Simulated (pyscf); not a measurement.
F–GeH₂–F + H atom (H•) -> F–GeH₂–F + H atom (H•) (substitution at Ge; doublet surface; Ge–H broken, Ge–H formed). Structures and frequencies: ωB97X-D3(BJ)/def2-SVP in PySCF. MP2 and CC: frozen core, UHF for open shells. ΔMP2 is the change of the MP2 total energy from the triple- to the quadruple-zeta basis. Energies in eV from the separated reactants.

| level | barrier | reaction energy |
|---|---|---|
| PBE/def2-TZVP | 0.43 | 0.00 |
| r²SCAN/def2-TZVP | 0.37 | 0.00 |
| ωB97M-D3(BJ)/def2-TZVP | 0.67 | 0.00 |
| MP2/def2-QZVPP | 0.83 | 0.00 |
| CCSD/def2-TZVPP | 0.72 | 0.00 |
| CCSD(T)/def2-TZVPP | … | 0.00 |
| CCSD(T)/def2-TZVPP + ΔMP2(QZVPP) | … | 0.00 |

Question: What belongs in the gaps?

Answer: 
- CCSD(T)/def2-TZVPP, barrier: 0.68
- CCSD(T)/def2-TZVPP + ΔMP2(QZVPP), barrier: 0.66

The same reactants have a lower exit, to F–GeH•–F + H₂ (barrier +0.16 eV at ωB97M-D3(BJ), against +0.67 eV here). This is the saddle that the search found; another between the same sides may lie lower. The angle at the attacked Ge is 59° (front-side attack). The CCSD(T) − MP2 part came from Ansatz, without density fitting, on the same reference. The frozen core leaves the outer d or s,p core shells of the metals and heavy elements correlated in the MP2 and CC values, and def2-TZVPP describes them poorly, which can shift differences by a few kcal/mol. Elements up to Kr have no core potential and no relativistic terms here.
